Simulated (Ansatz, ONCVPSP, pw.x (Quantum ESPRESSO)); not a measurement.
# Equation-of-state test of one ONCV potential (iron (Fe))

ONCVPSP 4.0.1.1 (patched build) input, shortened (lines: element, Z, core and valence counts, functional; n l f; lmax; l rc ep ncon nbas qcut; lloc lpopt rc5 dvloc0; l nproj debl; icmod fcfact rcfact), PBE, scalar-relativistic:

```
  Fe 26.00    3    4        4      upf
    1    0    2.00
    2    0    2.00
    2    1    6.00
    3    0    2.00
    3    1    6.00
    3    2    7.00
    4    0    1.00
    3
    0    1.34    0.00    4    7   11.50
    1    1.46    0.00    4    8    8.90
    2    1.76    0.00    4    9    9.90
    3    1.40    0.06    4    7   10.40
    4    5    1.28    0.00
    0    2    2.30
    1    1    0.60
    2    2    3.00
    3    1    2.80
    3    4.00    1.30
```

Crystal test: bcc Fe in pw.x 7.5, no spin, 17³ k-points, Fermi–Dirac smearing 0.01 Ry, cutoffs 110/440 Ry. The reference is all-electron LAPW (Ansatz 0.2.0) with the same functional, mesh and smearing; V0 and B0 come from Birch–Murnaghan fits to the pressures at five volumes. Errors are pseudo minus all-electron; Δ is the rms difference of the E(V) curves that follow from these fits, minima aligned, over ±6 % about the mean V0. Mesh and smearing are coarse, so the numbers serve the comparison and aren't converged zero-temperature values; the lattice is a test structure that the element need not adopt. Spin polarisation and strong correlation are left out, which matters for this element.

All-electron: a0 = 2.765 Å (V0 = 10.56 Å³/atom), B0 = 260.5 GPa.

Q: How far does the potential miss the all-electron equation of state?

A: mean pressure error (GPa): +1.54; a0 (Å): 2.770; a0 error (%): +0.19; B0 error (%): +0.0; Δ (meV/atom): 3.5.

```
V (Å³/atom)  P all-electron (GPa)  P pseudo (GPa)
     10.018                 15.66           17.55
     10.281                  7.54            9.22
     10.545                  0.48            2.02
     10.809                 -5.65           -4.25
     11.072                -10.97           -9.78
```

Q: At the middle volume, how do free energy and pressure move when the wave cutoff is lowered (ecutrho kept at four times it)?

A:

```csv
cutoff (Ry),shift of F (meV/atom),shift of P (GPa)
50,+7702.5,-537.51
66,+617.5,-72.17
88,+14.2,-1.93
```

The run at the middle volume (165 k-points, 9 iterations) took about 27 s on one core of a shared host (Neoverse-V2, 96 threads, 742 GiB, load 55).
